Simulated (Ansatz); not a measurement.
System: isobutene, C$_{4}$H$_{8}$, charge 0, multiplicity 1. 
Coordinates optimised at B3LYP-D3(BJ)/def2-TZVP (Ansatz, a program for electronic structure):
```
C
C 1 1.3301
H 2 1.0831 1 121.53
H 2 1.0831 3 116.94 1 -180.00
C 1 1.5018 2 122.22 3 0.00
H 5 1.0896 1 111.83 2 0.00
H 5 1.0944 6 108.38 1 122.37
H 5 1.0944 6 108.38 7 115.25
C 1 1.5018 2 122.22 3 -180.00
H 9 1.0896 1 111.83 2 0.00
H 9 1.0944 10 108.38 1 122.37
H 9 1.0944 10 108.38 11 115.25
```
Charge 0, spin multiplicity 1.

Parts of the frozen-core correlation energy in 6-31G (Ansatz, hartree). Frozen orbitals: 4; correlated occupied orbitals by spin: 12 and 12; virtual: 36 and 36. Spin-orbit coupling is left out. No relativistic terms.

```tsv
term	value
reference (HF)	-156.05116
MP2 opposite-spin	-0.28493
MP2 same-spin	-0.07721
CCSD correlation	-0.41119
(T)	-0.01052
T1 diagnostic	0.008
largest doubles amplitude	0.136
```
